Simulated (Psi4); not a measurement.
# SiPH5 (SMILES [SiH3]P) at CCSD(T)/6-31G(d) (density fitting with def2-universal-jkfit, spherical functions, sweep point 3)

What is the vertical ionisation energy of SiPH5 at CCSD(T)/6-31G* (density fitting with def2-universal-jkfit, spherical functions, sweep point 3)? The job is set up through a Python script.

The results are computed with Psi4 1.11.

2 further runs of the same task are left out: 2 set aside as unsound or not needed.

**1. The structure to begin with**

SiPH5: 7 atoms, total charge 0, spin state singlet. As SMILES, `[SiH3]P`. Geometry: relaxed at GFN2-xTB.

Bond lengths: Si1–P2 2.234 Å, Si1–H3 1.462 Å, Si1–H4 1.462 Å, Si1–H5 1.465 Å, P2–H6 1.383 Å, P2–H7 1.383 Å. Angles: Si1–P2–H6 95.7°, Si1–P2–H7 95.8°, P2–Si1–H3 106.9°, P2–Si1–H4 106.8°, P2–Si1–H5 113.1°, H6–P2–H7 92.2°, H3–Si1–H4 111.1°, H3–Si1–H5 109.5°, H4–Si1–H5 109.5°.

**2. The energy at CCSD(T)/6-31G(d) (density fitting with def2-universal-jkfit, spherical functions, sweep point 3)**

calc.py reads:

```python
import psi4

psi4.set_memory('1600 MB')
psi4.set_num_threads(1)
psi4.core.set_output_file('output.dat', False)

molecule = psi4.geometry("""
0 1
Si    -1.21099319    -0.68323048    -0.74818037
P      2.00558523    -0.01723430     1.90423922
H     -3.44969504    -1.13939147     0.80566584
H     -0.56487693    -2.91836075    -2.23862626
H     -1.68282001     1.45302931    -2.44466310
H      1.25606316     2.38150845     2.62127690
H      3.64671789     0.92367923     0.10026887
units au
symmetry c1
""")

psi4.set_options({
    'basis': '6-31G*',
    'reference': 'rhf',
    'puream': True,
    'scf_type': 'df',
    'num_frozen_docc': 10,
    'df_basis_scf': 'def2-universal-jkfit',
})

E, wfn = psi4.energy("ccsd(t)", return_wfn=True)
print(f'ccsd(t) energy: {E:.10f} Eh')
```

Run with:

```
$ python calc.py
```

output.dat:

```text
[...]
  Running in c1 symmetry.
[...]
  Nuclear repulsion =   91.502975548906178
[...]
  Multiplicity = 1
[...]
  Nalpha       = 17
  Nbeta        = 17
[...]
    Number of basis functions: 46
[...]
   @DF-RHF iter   1:  -632.49170259624043   -4.59255e-01   3.75462e-03 DIIS/ADIIS
[...]
   @DF-RHF iter  10:  -632.53086805686701   -3.86535e-12   6.16052e-09 DIIS
[...]
    Orbital Energies [Eh]
    ---------------------
    Doubly Occupied:
       1A    -79.909512     2A    -68.761262     3A     -7.472241
       4A     -6.128248     5A     -5.365665     6A     -5.365036
       7A     -5.363803     8A     -4.233325     9A     -4.233291
      10A     -4.233125    11A     -0.867778    12A     -0.709556
      13A     -0.541163    14A     -0.505853    15A     -0.488050
      16A     -0.449636    17A     -0.366029
[...]
  @DF-RHF Final Energy:  -632.53086805686701
   => Energetics <=
    Nuclear Repulsion Energy =             91.5029755489061785
    One-Electron Energy =               -1058.0805401311802143
    Two-Electron Energy =                 334.0466965254070715
    Total Energy =                       -632.5308680568668933
[...]
 Multipole Moments:
 ------------------------------------------------------------------------------------
     Multipole            Electronic (a.u.)      Nuclear  (a.u.)        Total (a.u.)
 ------------------------------------------------------------------------------------
 L = 1.  Multiply by 2.5417464519 to convert [e a0] to [Debye]
 Dipole X            :          2.0720911           -2.2444638           -0.1723727
 Dipole Y            :         -0.7043058            0.9415574            0.2372515
 Dipole Z            :          2.3657279           -2.6650463           -0.2993184
 Magnitude           :                                                    0.4190372
[...]
      * MP2 total energy                      = -632.710511769994582
[...]
      * CCSD total energy                     = -632.752082251509364
[...]
      * CCSD(T) total energy                  = -632.757779665618841
```

The script printed:

```text
ccsd(t) energy: -632.7577796656 Eh
```

Wall time 4.2 s (1 thread of Intel Xeon Platinum 8488C (Sapphire Rapids), shared host); peak memory 0.21 GiB.

**3. The doublet cation, same level**

h5psi.py reads:

```python
import psi4

psi4.set_memory(1600000000)
psi4.set_num_threads(1)
psi4.core.set_output_file('h5psi.out', False)

mol = psi4.geometry("""
1 2
Si    -1.21099319    -0.68323048    -0.74818037
P      2.00558523    -0.01723430     1.90423922
H     -3.44969504    -1.13939147     0.80566584
H     -0.56487693    -2.91836075    -2.23862626
H     -1.68282001     1.45302931    -2.44466310
H      1.25606316     2.38150845     2.62127690
H      3.64671789     0.92367923     0.10026887
units au
symmetry c1
""")

psi4.set_options({
    'basis': '6-31G*',
    'reference': 'uhf',
    'puream': True,
    'scf_type': 'df',
    'num_frozen_docc': 10,
    'df_basis_scf': 'def2-universal-jkfit',
    'maxiter': 150,
})

e = psi4.energy("ccsd(t)")
print(f'ccsd(t) energy: {e:.10f} Eh')
```

Run with:

```
$ python h5psi.py
```

h5psi.out:

```text
[...]
  Running in c1 symmetry.
[...]
  Nuclear repulsion =   91.502975548906178
[...]
  Multiplicity = 2
[...]
  Nalpha       = 17
  Nbeta        = 16
[...]
    Number of basis functions: 46
[...]
   @DF-UHF iter   1:  -632.14388456605093   -1.11437e-01   4.68844e-03 DIIS/ADIIS
[...]
   @DF-UHF iter  15:  -632.20839166728626   -3.29692e-12   8.23977e-09 DIIS
[...]
   @S^2 Observed:                7.586238272E-01
[...]
    Orbital Energies [Eh]
    ---------------------
    Alpha Occupied:
       1A    -80.229529     2A    -68.978908     3A     -7.792988
       4A     -6.346600     5A     -5.695617     6A     -5.683337
       7A     -5.682105     8A     -4.453682     9A     -4.450329
      10A     -4.450177    11A     -1.167789    12A     -0.929183
      13A     -0.804276    14A     -0.758032    15A     -0.694799
      16A     -0.683584    17A     -0.682740
    Alpha Virtual:
      18A     -0.089240    19A     -0.086087    20A     -0.041995
      21A     -0.013514    22A     -0.007481    23A      0.081725
      24A      0.135794    25A      0.187090    26A      0.189196
[...]
  @DF-UHF Final Energy:  -632.20839166728626
   => Energetics <=
    Nuclear Repulsion Energy =             91.5029755489061785
    One-Electron Energy =               -1049.3588497210951118
    Two-Electron Energy =                 325.6474825049025981
    Total Energy =                       -632.2083916672863779
  UHF NO Occupations:
  HONO-2 :   15  A 1.9993111
  HONO-1 :   16  A 1.9970912
[...]
 Multipole Moments:
 ------------------------------------------------------------------------------------
     Multipole            Electronic (a.u.)      Nuclear  (a.u.)        Total (a.u.)
 ------------------------------------------------------------------------------------
 L = 1.  Multiply by 2.5417464519 to convert [e a0] to [Debye]
 Dipole X            :          2.9616141           -2.2444638            0.7171503
 Dipole Y            :         -0.6065032            0.9415574            0.3350541
 Dipole Z            :          3.1495419           -2.6650463            0.4844956
 Magnitude           :                                                    0.9280635
[...]
      * MP2 total energy                      = -632.367568451389843
[...]
      * CCSD total energy                     = -632.410017292462044
[...]
      * CCSD(T) total energy                     = -632.415159388961229
```

On the terminal:

```text
ccsd(t) energy: -632.4151593890 Eh
```

Wall time 6.3 s (1 thread of Intel Xeon Platinum 8488C (Sapphire Rapids), shared host); peak memory 0.22 GiB.

**4. What came out**

Level: CCSD(T)/6-31G* (density fitting with def2-universal-jkfit, spherical functions, sweep point 3), 10 core orbitals frozen.

| quantity | value |
| --- | --- |
| singlet SiPH5: total energy | -632.75778 Eh |
| singlet SiPH5: HOMO energy (Hartree–Fock orbitals) | -9.96 eV |
| singlet SiPH5: LUMO energy (Hartree–Fock orbitals) | 3.61 eV |
| singlet SiPH5: HOMO–LUMO gap (Hartree–Fock orbitals) | 13.57 eV |
| singlet SiPH5: correlation energy (10 core orbitals frozen) | -226.9 mEh |
| singlet SiPH5: (T) correction | -5.70 mEh |
| singlet SiPH5: T1 diagnostic | 0.013 |
| doublet cation: total energy | -632.41516 Eh |
| doublet cation: HOMO energy (Hartree–Fock orbitals) (highest over α and β) | -18.29 eV |
| doublet cation: LUMO energy (Hartree–Fock orbitals) (lowest over α and β) | -7.69 eV |
| doublet cation: correlation energy (10 core orbitals frozen) | -206.7 mEh |
| doublet cation: (T) correction | -5.14 mEh |
| doublet cation: ⟨S²⟩ of the reference determinant | 0.759 |
| doublet cation: T1 diagnostic | 0.024 |
| vertical ionisation energy (to the doublet cation) | 9.323 eV |

**Reading.** Removing an electron at fixed nuclei costs 9.32 eV (215 kcal/mol). The triples (singlet SiPH5) make up 2.5 % of the correlation energy. The triples (doublet cation) make up 2.5 % of the correlation energy.
